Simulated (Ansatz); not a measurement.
# AlNH₃ (doublet): wave-function methods side by side at a displaced geometry (v2), cc-pVDZ

An exercise on one series of results from a longer session: the logs are not shown, and one member is left open.

Program: Ansatz 0.2.0, Gaussian basis. Level of theory: cc-pVDZ, core rule «outside noble gas», up to 6 orbitals frozen. These are calculated values, not measurements.

Plan: UHF; CCSD(T) on ROHF; CCSD(T) on UHF; BCCD(T) on ROHF; CISD; CCSDT(Q) on ROHF; CCSDT(Q) on UHF.

24 further runs of the same task are left out: 3 for a known fault of the program, 11 that didn't finish, 10 set aside as unsound or not needed.

## The system

The geometry is a PBE0/def2-TZVP stationary point (not a proven minimum) with its atoms shifted at random (size 0.100 Å).

5 atoms, charge 0, spin multiplicity 2.

Atoms are counted from 1 here; the program's logs count them from 0.

Bond lengths: Al1–N2 1.771 Å, Al1–H3 1.588 Å, N2–H4 0.941 Å, N2–H5 1.150 Å. Angles: N2–Al1–H3 115.6°, Al1–N2–H4 124.8°, Al1–N2–H5 124.5°, H4–N2–H5 107.5°.

Set-up of the first run:

in.yaml reads:

```yaml
crystal:
  periodic: [false, false, false]
  atoms:
    - {symbol: Al, position_ang: [0.057088, -0.102052, 0.646356]}
    - {symbol: N, position_ang: [-0.107786, 0.097858, -1.105542]}
    - {symbol: H, position_ang: [-0.031166, 1.234377, 1.499761]}
    - {symbol: H, position_ang: [0.051943, 0.899715, -1.572104]}
    - {symbol: H, position_ang: [-0.051116, -0.762150, -1.866935]}
basis:
  gaussian: {orbitals: cc-pVDZ}
magnetization: {spin_polarized: true, initial_magnetization: 1}
hamiltonian: {xc: hf}
output: {orbitals: {seedname: orbitals}}
```

Run with:

```console
$ ansatz run in.yaml --threads 1 --pin off --events-out ev --progress --plain --max-ram 2393MiB
```

Among the steps run: UHF; CCSD(T) on ROHF; CCSD(T) on UHF; BCCD(T) on ROHF; CISD; CCSDT(Q) on ROHF; CCSDT(Q) on UHF.

One of the session's tables, all rows but one given; the rest of the session is left out.

It belongs to the step «Misses and costs». 

```
   method  from UCCSDT(Q) (kcal/mol)
     ROHF                    +162.55
      UHF                    +161.96
     RMP2                          ?
     UMP2                     +19.05
     CISD                     +16.02
    RCCSD                      +4.85
    UCCSD                      +4.83
 RCCSD(T)                      +0.82
 UCCSD(T)                      +0.81
  BCCD(T)                      +0.82
   RCCSDT                      +0.40
   UCCSDT                      +0.39
RCCSDT(Q)                      +0.04
UCCSDT(Q)                          0
```

Q: Estimate the row for RMP2 from the others.

The run gave: from UCCSDT(Q) (kcal/mol): +19.25. In the column «from UCCSDT(Q) (kcal/mol)» it lies between UMP2 (+19.05) and UHF (+161.96).

To keep in mind: Restricted and unrestricted rows rest on different reference determinants; where their highest levels disagree by more than a few hundredths of an eV, they describe different states and don't form one ladder.
